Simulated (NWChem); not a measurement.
FLi

SMILES: [Li][F]
```xyz
2

Li     0.0000     0.0000    -1.1467
F      0.0000     0.0000     0.3822
```
Charge 0, spin multiplicity 1.

All runs are NWChem calculations. The geometry was optimised at B3LYP/def2-SVP, a minimum by its harmonic frequencies.

Static limit.

The structure started from a generated list of species.

Task: Give the polarisability tensor in bohr³ at PBE/aug-cc-pVDZ, in the frame of the coordinates, and its isotropic mean.

Result: 
```
11.58   0.00   0.00
 0.00  11.58   0.00
 0.00   0.00  11.02
```
Mean (one third of the trace): 11.39 bohr³.
